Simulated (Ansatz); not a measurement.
**doublet PN+: levels of theory compared**

Aim: a comparison of 6 runs (UHF/STO-3G, U-r2SCAN0/STO-3G, U-wB97X/STO-3G, UCAM-B3LYP/STO-3G, UCCSDT/STO-3G, UCCSD/STO-3G) of doublet PN+. 

Program for the calculation: Ansatz 0.2.0.

46 further runs of the same task are left out: 12 that didn't finish, 34 set aside as unsound or not needed.

### 1 The system as given

The species is PN+ (2 atoms), meant as a doublet with charge +1. As SMILES of the parent species, `N#P`. The bond length is the one measured for the parent species. That shape belongs to the parent species and isn't relaxed for this state.

Bond lengths: N1–P2 1.491 Å.

### 2 The energy at UHF/STO-3G (run 1)

run.yaml reads:

```yaml
basis:
  gaussian:
    orbitals: STO-3G
crystal:
  periodic: [false, false, false]
  atoms:
    - {symbol: N, position_ang: [0.000000, 0.000000, 0.000000]}
    - {symbol: P, position_ang: [0.000000, 0.000000, 1.490866]}
total_charge: 1
magnetization:
  spin_polarized: true
  initial_magnetization: 1
hamiltonian:
  xc: hf
accuracy: high
```

Launch:

```sh
$ ansatz run run.yaml --threads 1 --pin off --max-ram 2610MiB --events-out events.jsonl --progress --plain --runs-dir runs
```

What it wrote:

```text
Warning: RAYON_NUM_THREADS=1 ignored (pool sized by the plan → 1); use --threads N
Functional definition: HF
  name "HF"
  exchange = exact_x
  correlation = 0
224 factors; integrals over basis functions are off by at most 8.7e-9 eV
mean field evaluation 1: about -10609.6891 eV, gradient 3.8e1 eV
mean field evaluation 2: about -10609.7006 eV, gradient 3.8e1 eV
mean field evaluation 4: about -10620.1823 eV, gradient 4.5e0 eV
mean field evaluation 8: about -10620.6623 eV, gradient 1.7e0 eV
mean field evaluation 16: about -10621.8964 eV, gradient 3.2e-2 eV
mean field evaluation 32: about -10621.8964 eV, gradient 4.1e-5 eV
mean field evaluation 64: about -10620.7696 eV, gradient 1.9e-1 eV
mean field evaluation 96: about -10610.3461 eV, gradient 2.0e1 eV
mean field evaluation 128: about -10620.4671 eV, gradient 1.9e0 eV
mean field evaluation 160: about -10620.5728 eV, gradient 1.0e-5 eV
mean field -10621.89643801 eV, -390.3474943167 hartree, gradient 2.4e-8 eV, S^2 1.693603; 7 other end points of the search recorded, 0 dependent functions left out
reference -10621.89643801 eV, -390.3474943167 hartree; 11, 10 occupied and 3, 4 virtual orbitals, 224 factors
Total energy: -10621.89643801 eV, -390.3474943167 hartree
```

Wall time 0.16 s (1 thread of Intel Xeon 6975P-C (Granite Rapids), shared host).

### 3 The energy at U-r2SCAN0/STO-3G (run 2)

run.yaml reads:

```yaml
basis:
  gaussian: {orbitals: STO-3G}
crystal:
  periodic: [false, false, false]
  atoms:
    - {symbol: "N", position_ang: [0.000000, 0.000000, 0.000000]}
    - {symbol: P, position_ang: [0.000000, 0.000000, 1.490866]}
total_charge: 1
magnetization: {spin_polarized: true, initial_magnetization: 1}
hamiltonian: {xc: {name: r2SCAN0}}
accuracy: high
```

Launch:

```sh
$ ansatz run run.yaml --threads 1 --pin off --max-ram 2610MiB --events-out events.jsonl --progress --plain --runs-dir runs
```

What it wrote:

```text
Warning: RAYON_NUM_THREADS=1 ignored (pool sized by the plan → 1); use --threads N
Functional definition: r2SCAN0
  name "r2SCAN0"
  parameter a = 0.25
  parameter k0 = 0.174
  parameter k1 = 0.065
  parameter a1 = 4.9479
  exchange = (1 - a)*r2scan_x(k0 = k0, k1 = k1, a1 = a1) + a*exact_x
  correlation = r2scan_c
224 factors; integrals over basis functions are off by at most 8.7e-9 eV
mean field evaluation 1: about -10621.8445 eV, gradient 5.1e1 eV
mean field evaluation 2: about -10560.0825 eV, gradient 8.4e1 eV
mean field evaluation 4: about -10640.9973 eV, gradient 1.3e1 eV
mean field evaluation 8: about -10642.0954 eV, gradient 8.0e-3 eV
mean field evaluation 16: about -10642.0765 eV, gradient 7.0e-5 eV
mean field -10642.07651410 eV, -391.0890984345 hartree, gradient 5.8e-8 eV, S^2 0.898637; 1 other end points of the search recorded, 0 dependent functions left out
reference -10642.07651438 eV, -391.0890984448 hartree; 11, 10 occupied and 3, 4 virtual orbitals, 224 factors
Total energy: -10642.07651438 eV, -391.0890984448 hartree
```

Wall time 1.5 s (1 thread of Intel Xeon 6975P-C (Granite Rapids), shared host); peak memory 0.18 GiB.

Runs 3 to 5 aren't shown in full; the table further down has their settings and results.

### 4 The energy at UCCSD/STO-3G (run 6)

run.yaml reads:

```yaml
crystal:
  periodic: [false, false, false]
  atoms:
    - {symbol: N, position_ang: [0.000000, 0.000000, 0.000000]}
    - {symbol: P, position_ang: [0.000000, 0.000000, 1.490866]}
basis:
  gaussian:
    orbitals: STO-3G
total_charge: 1
magnetization:
  spin_polarized: true
  initial_magnetization: 1
correlation:
  method: ccsd
  frozen_orbitals: {"N": 1, P: 5}
accuracy: high
scf:
  omitted_lower_state_checks: [cluster_reference, increment]
```

Launch:

```sh
$ ansatz run run.yaml --threads 1 --pin off --max-ram 2610MiB --events-out events.jsonl --progress --plain --runs-dir runs
```

What it wrote:

```text
Warning: RAYON_NUM_THREADS=1 ignored (pool sized by the plan → 1); use --threads N
[... 18 lines left out ...]
6 core orbitals not correlated: weight in the atoms' cores, before any rotation towards them, 1.000 or more for the frozen orbitals, at most 0.000 for the correlated occupied ones
[... 31 lines left out ...]
Total energy: -10625.20948610 eV, -390.4692465884 hartree
Checks for a lower state left out: cluster_reference, increment
```

It took 0.36 s on 1 thread of Intel Xeon 6975P-C (Granite Rapids), shared host.

### 5 Overview of the runs

```tsv
run	level	frozen core orbitals	energy (Eh)	⟨S²⟩	wall time
1	UHF/STO-3G	–	-390.347494	1.694	0.16 s
2	U-r2SCAN0/STO-3G	–	-391.089098	0.899	1.5 s
3	U-wB97X/STO-3G	–	-391.108171	0.846	2.6 s
4	UCAM-B3LYP/STO-3G	–	-391.079627	0.818	0.75 s
5	UCCSDT/STO-3G	6	-390.474323	1.694	1 s
6	UCCSD/STO-3G	6	-390.469247	1.694	0.36 s
```

### 6 Summary of results

| quantity | value |
| --- | --- |
| run 6: total energy | -390.46925 Eh |
| run 6: correlation energy (6 core orbitals frozen) | -121.8 mEh |
| run 6: ⟨S²⟩ of the reference determinant | 1.694 |
| run 6: T1 diagnostic | 0.114 |

In words: Below the UHF energy at the same shape and in the same basis (STO-3G): UCCSDT -126.8 mEh; UCCSD -121.8 mEh. Totals of different functionals can't be ranked against each other. In runs 1, 2, 3, 4, 5, 6 the basis is minimal, so the values are rough. Spin contamination of the reference: run 1 ⟨S²⟩ = 1.69, run 5 ⟨S²⟩ = 1.69, run 6 ⟨S²⟩ = 1.69, run 2 ⟨S²⟩ = 0.90. Where it is this large, the reference is a mixture of spin states, and values that rest on it are in doubt. All runs together took 6.4 s, the longest 2.6 s.
